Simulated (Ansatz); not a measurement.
A calculation on hcp Re returned lattice constant a 2.761 Å, lattice parameter c 4.460 Å.

For reference: lattice constant a 2.761 Å (measured, 293 K, no zero-point or thermal correction; as tabulated in Wikipedia's data pages); lattice parameter c 4.458 Å (measured, 293 K, no zero-point or thermal correction; as tabulated in Wikipedia's data pages).

Question: Which level of theory produced these numbers?
A) HSE06 (Ansatz (a quantum-chemistry and plane-wave program))
B) r²SCAN+SOC (Ansatz)
C) B3LYP (VWN-RPA form) (Ansatz)
D) rVV10 (Ansatz)

Answer: B, r²SCAN+SOC (Ansatz)

The others give: HSE06 2.745 Å, 4.454 Å; B3LYP (VWN-RPA form) 2.778 Å, 4.506 Å; rVV10 2.796 Å, 4.516 Å.

Unless a cell is named, each level is at its own relaxed cell (B3LYP (VWN-RPA form) 15.06, HSE06 14.54, r²SCAN+SOC 14.72, rVV10 15.29 Å³/atom).

Ansatz's density-functional and Hartree–Fock values are scalar-relativistic unless marked +SOC, with PAW data made under PBE.
